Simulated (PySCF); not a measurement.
Mayer bond orders and bond lengths

C4H7F.
Numbering: `[CH3:1][CH2:2]/[CH:3]=[CH:4]\[F:5]` (hydrogens: H6, H7, H8 on C1; H9, H10 on C2; H11 on C3; H12 on C4)

Structure used (PBE0-D3(BJ)/def2-SVP), in Å, numbered top down from 1:
```
atom  x, y, z in Å
C1    -1.6100   -0.2964    0.1557
C2    -0.3940    0.3196   -0.5286
C3     0.8875   -0.3578   -0.1613
C4     1.9356    0.2307    0.4074
F5     1.9574    1.5318    0.7055
H6    -1.7114   -1.3654   -0.0911
H7    -1.5309   -0.2156    1.2506
H8    -2.5380    0.2068   -0.1555
H9    -0.5271    0.2635   -1.6241
H10   -0.3201    1.3896   -0.2819
H11    0.9851   -1.4308   -0.3561
H12    2.8661   -0.2760    0.6794
```

Bond orders from the PBE0/pcSseg-1 density (PySCF). The structure is a single PBE0-D3(BJ)/def2-SVP conformer in the gas phase; no vibrational or solvent corrections.

How far do the computed orders between heavy atoms stray from the drawn ones?

The largest departure is 0.119, at C3–C4 (drawn double, 1.881).

Give the Mayer order of every bond, beside its length.

| bond | drawn as | length (Å) | Mayer order |
| --- | --- | --- | --- |
| C1–C2 | single | 1.525 | 1.044 |
| C2–C3 | single | 1.495 | 1.013 |
| C3–C4 | double | 1.330 | 1.881 |
| C4–F5 | single | 1.335 | 0.962 |
| C1–H6 | single | 1.102 | 0.968 |
| C1–H7 | single | 1.101 | 0.967 |
| C1–H8 | single | 1.101 | 0.968 |
| C2–H9 | single | 1.105 | 0.942 |
| C2–H10 | single | 1.101 | 0.952 |
| C3–H11 | single | 1.095 | 0.947 |
| C4–H12 | single | 1.094 | 0.964 |

Bonds between the same two heavy elements. C–C: lowest C2–C3 (1.013, 1.495 Å), highest C3–C4 (1.881, 1.330 Å); in 1 of the 3 pairs the longer bond (by over 0.003 Å) has the higher order (by 0.02 or more).

Sum the orders of all bonds at each heavy atom with more than one neighbour and set the sums beside the valence in the SMILES.

C1 3.947 (drawn 4), C2 3.951 (drawn 4), C3 3.841 (drawn 4), C4 3.807 (drawn 4). Orders between atoms that aren't bonded are not in these sums.

For a closed shell the Mayer order of atoms A and B is Σ (PS)μν (PS)νμ over the basis functions μ on A and ν on B, with P the density and S the overlap matrix.

The run behind these numbers computed NMR shieldings as well. Time: 17 s. Hardware: one thread, Arm Neoverse N1 (shared host).
